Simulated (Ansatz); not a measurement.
# O₂ (singlet): the correlation ladder at distance O1–O2 = 1.462 Å, 6-31G

The task here is to estimate one member of a computed series from the others.

The runs use Ansatz 0.2.0, Gaussian basis; 6-31G, core rule «outside noble gas», up to 2 orbitals frozen.

To be run: UHF; CCSD(T) on RHF; CCSD(T) on UHF; BCCD(T) on RHF; CISD; CCSDT(Q) on RHF; CCSDT(Q) on UHF; CISDTQ; CCSDTQ on RHF; CCSDTQ on UHF; CASSCF and MRCISD+Q, 2 electrons in 2 orbitals; CASSCF and NEVPT2, 2 electrons in 2 orbitals; CASSCF and MRCISD+Q, 12 electrons in 8 orbitals; CASSCF and NEVPT2, 12 electrons in 8 orbitals; Full CI.

43 further runs of the same task are left out: 10 for a known fault of the program, 26 that didn't finish, 7 set aside as unsound or not needed.

### What is computed

The geometry derives from a PBE0/def2-TZVP stationary point (not a proven minimum). One bond is set to the value named and the two fragments are kept rigid.

2 atoms, charge 0, spin multiplicity 1.

Atoms are counted from 1 here; the program's logs count them from 0.

Bond lengths: O1–O2 1.462 Å.

The first run:

File in.yaml:

```yaml
crystal:
  periodic: [false, false, false]
  atoms:
    - {symbol: O, position_ang: [0.000000, 0.000000, 0.000000]}
    - {symbol: O, position_ang: [0.000000, 0.000000, 1.462000]}
basis:
  gaussian: {orbitals: 6-31G}
magnetization: {spin_polarized: true, initial_magnetization: 0}
hamiltonian: {xc: hf}
output: {orbitals: {seedname: orbitals}}
```

Run with:

```console
> ansatz run in.yaml --threads 1 --pin off --events-out ev --progress --plain --max-ram 2393MiB
```

Steps of the session up to this table: UHF; CCSD(T) on RHF; CCSD(T) on UHF; BCCD(T) on RHF; CISD; CCSDT(Q) on RHF; CCSDT(Q) on UHF; CISDTQ; CCSDTQ on RHF; CCSDTQ on UHF; CASSCF and MRCISD+Q, 2 electrons in 2 orbitals; CASSCF and NEVPT2, 2 electrons in 2 orbitals; CASSCF and MRCISD+Q, 12 electrons in 8 orbitals; CASSCF and NEVPT2, 12 electrons in 8 orbitals; Full CI.

One table of the session follows, with a row left open; its other results are not shown here.

| method | from FCI (kJ/mol) |
| --- | --- |
| RHF | +923.4 |
| RMP2 | -27.5 |
| CISD | +155.4 |
| RCCSD | +72.8 |
| RCCSD(T) | +26.7 |
| BCCD(T) | +27.5 |
| RCCSDT | +26.5 |
| CISDTQ | +19.2 |
| RCCSDT(Q) | -0.4 |
| RCCSDTQ | +3.2 |
| CASSCF valence | +363.3 |
| NEVPT2 valence | +74.3 |
| MRCISD valence | ? |
| MRCISD+Q valence | +5.8 |
| FCI | 0 |

Estimate the missing values for MRCISD valence.

The run gave: from FCI (kJ/mol): +19.9. In the column «from FCI (kJ/mol)» it lies between CISDTQ (+19.2) and RCCSDT (+26.5).

Left out of the table: CASSCF pair, NEVPT2 pair, MRCISD pair, MRCISD+Q pair (the active space lost an orbital or holds another state than full CI finds).

Limits of these values: The report flags that the cluster equations may have other roots. Left out of the table: UHF, UMP2, UCCSD, UCCSD(T), UCCSDT, UCCSDT(Q), UCCSDTQ (another determinant or state than the rows shown). The program flags RCCSD(T), BCCD(T), RCCSDT(Q), RCCSDTQ as in doubt, so those rows may rest on another solution; read them beside their warnings. RMP2, RCCSDT(Q) fall below full CI, which methods that aren't variational can do.
